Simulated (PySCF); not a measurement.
## Spin states of BN⁺

Unrestricted PBE0; B def2-TZVPPD, N def2-TZVPPD; no relativity (PySCF 2.14). Outer shells of the fragments: B+ 2s2; N 2s2 2p3.

Followed along the bond (rough minima from three points):

```json
{"2Ms+1": "4", "unpaired": "σ ↑, π ↑↑", "⟨S²⟩ at the start": "3.76", "R at minimum (Å)": "1.44", "Te (eV)": "0.00"}
{"2Ms+1": "2", "unpaired": "σ ↓, π ↑↑", "⟨S²⟩ at the start": "1.76", "R at minimum (Å)": "1.45", "Te (eV)": "0.31"}
{"2Ms+1": "2", "unpaired": "σ ↑, π ↑↓", "⟨S²⟩ at the start": "1.76", "R at minimum (Å)": "1.44", "Te (eV)": "0.63"}
```

Solutions found at the starting distance of 1.570 Å, counted from the lowest of them; the search is not exhaustive and high or unbound solutions are not listed, so other states can lie among these:

```tsv
2Ms+1	unpaired	term	E (eV)	⟨S²⟩	⟨Lz²⟩	μ (D)
4	σ ↑, π ↑↑	⁴Σ⁻	0.00	3.76	0.00	-2.99
2	σ ↓, π ↑↑	mixed	0.30	1.76	0.00	-3.10
2	σ ↑, π ↑↓	mixed	0.65	1.76	2.01	-2.98
2	π ↑	²Π	1.95	0.79	1.02	-4.24
2	σ ↑	mixed	2.17	0.76	2.00	-2.80
4	σ ↑↑, π ↑	⁴Π	2.63	3.75	1.03	-2.49
```

A term symbol is given only where ⟨S²⟩ and ⟨Lz²⟩ are close to those of a pure state; real π, δ and φ orbitals otherwise mix terms. A positive dipole points towards N; it is taken about the centre of mass and depends on that origin.
